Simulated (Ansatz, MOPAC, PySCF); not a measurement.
Barrier height from H2 + HS to the transition structure H3S, without zero-point energy, on the benchmark's geometries as Psi4's copy of the set gives them.
Transition structure (charge 0, multiplicity 2):
| atom | x (Å) | y (Å) | z (Å) |
|---|---|---|---|
| H | 1.2621 | -0.2201 | 0.0000 |
| S | 0.0000 | 0.2232 | 0.0000 |
| H | -0.5006 | -1.1154 | 0.0000 |
| H | -0.7615 | -2.2349 | 0.0000 |
Reactant (charge 0, multiplicity 1):
```xyz
2

H      0.00000     0.00000     0.00000
H      0.74188     0.00000     0.00000
```

Open shells are unrestricted; no spin–orbit coupling.

Frozen-core correlation. CBS(a, b) extrapolates the correlation energy as X⁻³ and adds the Hartree–Fock energy of set b. The state that PM3 reach isn't checked.

Programs: Ansatz (a program for electronic structure); MOPAC for PM3 (differences of heats of formation); PySCF for M06-2X, the dispersion terms. Each number belongs to the level named beside it.

```tsv
level	barrier height (kcal/mol)
PM3	13.27
BLYP/def2-TZVPPD	14.14
B97M-V/def2-TZVPPD	12.90
PBE0-D4/def2-TZVPPD	11.78
M06-2X/def2-TZVPPD	18.09
CAM-B3LYP-D4/def2-TZVPPD	15.26
B2PLYP-D3(BJ)/def2-TZVPPD	16.07
CCSD(T)/aug-cc-pV(T+d)Z	17.90
CCSD(T)/CBS(aug-cc-pV(D+d)Z, aug-cc-pV(T+d)Z)	___
```

Problem. Some entries are withheld; supply them.

Solution. 
- CCSD(T)/CBS(aug-cc-pV(D+d)Z, aug-cc-pV(T+d)Z), barrier height (kcal/mol): 17.42
